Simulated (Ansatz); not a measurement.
`C=C(O)C(=N)F`, relaxed with RKS PBE-D4/def2-SVP in the Gaussian-basis code of Ansatz from a rough embedded geometry. The force threshold is 0.03 eV/Å; the program also tests the step.

Charge 0, multiplicity 1.

Start:

```xyz
10

C     0.962   -0.712   -0.838
C     0.458    0.192    0.089
O     1.262    1.106    0.721
C    -1.008    0.257    0.358
N    -1.912   -0.589   -0.061
F    -1.429    1.149    1.298
H     0.265   -1.416   -1.268
H     1.959   -0.733   -1.081
H     2.209    1.023    0.394
H    -2.766   -0.276    0.388
```

Q: How much energy does the relaxation release, and in how many steps? (Estimate.)

A: Computed: 9.95 kcal/mol, in 6 steps.

Q: Which bonds change most? (An estimate is asked.)

A: Ansatz gave: C1–H8 from 1.027 to 1.101 Å; C4–N5 from 1.307 to 1.266 Å; C1–C2 from 1.390 to 1.353 Å; O3–H9 from 1.005 to 0.976 Å.

Q: Give the relaxed structure. (Estimate.)

A: Computed: 
```xyz
10

C     0.931   -0.719   -0.829
C     0.457    0.185    0.060
O     1.185    1.126    0.718
C    -0.990    0.232    0.417
N    -1.866   -0.552   -0.054
F    -1.269    1.215    1.310
H     0.237   -1.429   -1.294
H     1.999   -0.756   -1.095
H     2.115    1.035    0.436
H    -2.799   -0.337    0.331
```
